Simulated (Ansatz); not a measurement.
Consider the hydrogenolysis of a Mg–O bond: `C[O][MgH]` + H₂ → `[MgH2]` + CH₃OH.

Program: Ansatz. Geometries: PBE0-D4/def2-TZVP. ΔE: electronic, gas phase. CBS: MP2 limit from def2 TZ/QZ plus the TZ coupled-cluster correction, frozen cores. This one scheme is used for every species. DFT in def2-TZVPP. For Mg outer-core shells are correlated without core-valence functions, which leaves a few kJ/mol of doubt a bond.

(1) Is it downhill or uphill in electronic energy at CCSD(T)/CBS, and by how much? (An estimate is asked.)

(2) What do these levels give: PBE0-D4, BHLYP-D4, ωB97X-V, B2PLYP, BLYP, r2SCAN, RPA@PBE/def2-TZVPP, SCS-MP2/def2-TZVPP, CCSD/def2-TZVPP, HF/def2-QZVPP, HF/CBS(def2), MP2/CBS(def2)? (Best estimate.)

Largest T1 diagnostic among the species: 0.011.

Results:

(1) Computed: Uphill: ΔE = +1.13 eV.

(2) Computed: PBE0-D4 0.97, BHLYP-D4 1.03, ωB97X-V 1.02, B2PLYP 1.09, BLYP 1.07, r2SCAN 1.11, RPA@PBE/def2-TZVPP 0.99, SCS-MP2/def2-TZVPP 1.12, CCSD/def2-TZVPP 1.02, HF/def2-QZVPP 0.92, HF/CBS(def2) 0.92, MP2/CBS(def2) 1.25 eV.

From r2SCAN to r2SCAN0 (25 % exact exchange), in def2-TZVPP and without D4, ΔE moves by −0.05 eV. At CCSD(T), def2-SVP lies +0.05 eV from the extrapolated value and def2-TZVPP −0.09 eV.
